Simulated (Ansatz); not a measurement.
`CC(C)=CF`, charge 0, multiplicity 1.

(1) Give a relaxed structure at PBE0-D4/def2-TZVP (Ansatz). (Estimate.)

## Answers

(1) Ansatz gave: 
```xyz
12

C     1.385   -0.202   -0.078
C    -0.070    0.130   -0.102
C    -0.979   -0.670    0.772
C    -0.571    1.093   -0.859
F     0.192    1.850   -1.667
H     1.960    0.435   -0.747
H     1.545   -1.245   -0.370
H     1.786   -0.093    0.935
H    -0.927   -1.734    0.517
H    -2.019   -0.350    0.683
H    -0.685   -0.582    1.823
H    -1.617    1.369   -0.908
```
Point group Cs.
This is one stationary point; other conformers may exist.
